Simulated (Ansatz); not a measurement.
Born–Oppenheimer molecular dynamics of H$_{7}$NSi (9 atoms, charge 0, multiplicity 1). It starts at the highest image of a converged band. Of that band: Neighbouring images differ by up to 1.4 eV, so the band resolves the path poorly. A vibrational analysis at the climbing image gives one clearly imaginary mode, 1347i cm⁻¹: a first-order saddle point.

Theory: RKS PBE0-D4/def2-SVP in Ansatz 0.2.0.

```
ensemble                      : NVE (velocity Verlet)
time step                     : 0.5 fs
steps asked                   : 200
starting velocities drawn for : 100 K
seed                          : 10615
```

First frame:

```xyz
9
Properties=species:S:1:pos:R:3
Si 0.061 -0.069 0.111
N 0.161 -0.259 2.001
H -0.726 -0.332 2.505
H 0.759 0.423 2.471
H 1.304 0.350 -0.597
H -0.715 1.244 0.172
H -0.908 -0.967 -0.578
H 1.000 -1.652 0.522
H 0.713 -1.239 1.573
```

(1) How far do the bonds stretch over the last three quarters of this one trajectory? (Pairs bonded in most of those frames.)

Results:

(1) 
```
  bond  mean (Å)  spread (Å)  shortest  longest
Si1–N2     1.755       0.086      1.63     1.88
Si1–H5     1.502       0.041      1.44     1.57
Si1–H6     1.504       0.016      1.47     1.53
Si1–H7     1.500       0.031      1.45     1.55
 N2–H3     1.016       0.007      1.00     1.03
 N2–H4     1.016       0.010      1.00     1.04
 H8–H9     0.762       0.013      0.74     0.79
```

Mean temperature of the second half: 1660 K. The conserved energy stayed within 0.11 meV per atom of its start (net change 0.032 meV per atom), so the integration is sound. The kinetic energy rose, since the run started high on the potential surface and went downhill. It ends in pieces (H2 + H5NSi), so much of that is their flight and rotation, not heat. A run of 0.1 ps of so small a system gives no equilibrium averages. The orbitals stay closed-shell, which can raise the energy where a bond breaks towards radicals; this wasn't checked here.

The run took 4.1 min on 1 thread of Intel(R) Xeon(R) Platinum 8375C CPU @ 2.90GHz (Ice Lake), on a shared host, peak memory 0.14 GiB.
